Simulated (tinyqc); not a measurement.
Inside a calculation. Method: harmonic frequencies on the UHF/sto-3g surface (energies and gradients from PySCF), for LiH+, spin multiplicity 2. One step of it, computed by the program tinyqc.

Problem. Normal modes. Diagonalise H_ij / sqrt(m_i m_j); the 5 smallest eigenvalues belong to translations and rotations; wavenumber = sqrt(eigenvalue / 1822.888) x 219474.63; each mode has its largest component positive (the first on a tie); zero-point energy = sum of wavenumbers / 2, with 349.755 1/cm per kcal/mol. A mass of 2.014 u marks deuterium.

Hessian (symmetrised) (hartree/bohr^2), order 1Lix, 1Liy, 1Liz, 2Hx, 2Hy, 2Hz:
```
[[-0.00000163, 0.00000000, 0.00000000, 0.00000163, 0.00000000, 0.00000000],
 [0.00000000, -0.00000163, 0.00000000, 0.00000000, 0.00000163, 0.00000000],
 [0.00000000, 0.00000000, 0.02182603, 0.00000000, 0.00000000, -0.02182603],
 [0.00000163, 0.00000000, 0.00000000, -0.00000163, 0.00000000, 0.00000000],
 [0.00000000, 0.00000163, 0.00000000, 0.00000000, -0.00000163, 0.00000000],
 [0.00000000, 0.00000000, -0.02182603, 0.00000000, 0.00000000, 0.02182603]]
```

masses (u): [7.016004, 2.014102]

Give: eigenvalues of the mass-weighted Hessian; harmonic wavenumbers of the vibrations; mass-weighted modes; zero-point energy.

Solution.

eigenvalues of the mass-weighted Hessian (hartree/(bohr^2 u)): [0.000, 0.000, 0.000, 0.000, 0.000, 0.014]

harmonic wavenumbers of the vibrations (1/cm): [607.1]

mass-weighted modes, order 1Lix, 1Liy, 1Liz, 2Hx, 2Hy, 2Hz:
```
[[0.000],
 [0.000],
 [-0.472],
 [0.000],
 [0.000],
 [0.881]]
```

zero-point energy = 0.868 kcal/mol
